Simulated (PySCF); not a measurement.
Core binding energy against partial charge

Compound: C4H3FO.
Bonds: C1–C2, C2–C3 (double), C3–F4, C3–C5, C5–O6 (double), C2–C5. Hydrogens: H7, H8, H9 on C1.

Binding energies: PySCF 2.14.0, delta-SCF UKS SCAN, pcX-2 on the ionised atom, pcseg-1 elsewhere, spin-free X2C. Charges: PBE0/pcSseg-1 ground-state density, for the ionised atom.

```csv
atom,environment,C 1s (eV),Mulliken (e),IAO (e),Hirshfeld (e),ESP (e)
C1,carbon bonded to C and 3 H,292.01,-0.181,-0.449,-0.097,-0.597
C2,unsaturated ring carbon,292.24,-0.201,-0.028,+0.028,+0.178
C3,unsaturated ring carbon,293.92,+0.211,+0.238,+0.089,+0.108
C5,ring carbonyl carbon,293.98,+0.287,+0.360,+0.116,+0.287
```

Give the correlation coefficient and slope of binding energy on charge for each scheme.

Mulliken: r = 0.99, slope 4.1 eV per e; IAO: r = 0.91, slope 2.7 eV per e; Hirshfeld: r = 0.88, slope 9.9 eV per e; ESP: r = 0.66, slope 1.7 eV per e. Mulliken charges have the highest r, on only 4 points.

The point-charge model writes a binding energy as kq + V + constant, with V the potential of the other atoms' charges at the site. What does it give with the Mulliken charges?

V = Σ 14.40 eV Å × q/r over all other atoms: +4.45 eV at C1, +3.22 eV at C2, -2.52 eV at C3, -4.33 eV at C5. Fitting binding energy − V to q gives k = 20.6 eV per e and leaves an rms residual of 0.67 eV, against 0.14 eV for the fit on q alone. The model has no term for differences in relaxation between sites.

Geometry: GFN2-xTB; no solvent, vibrations or thermal averaging.
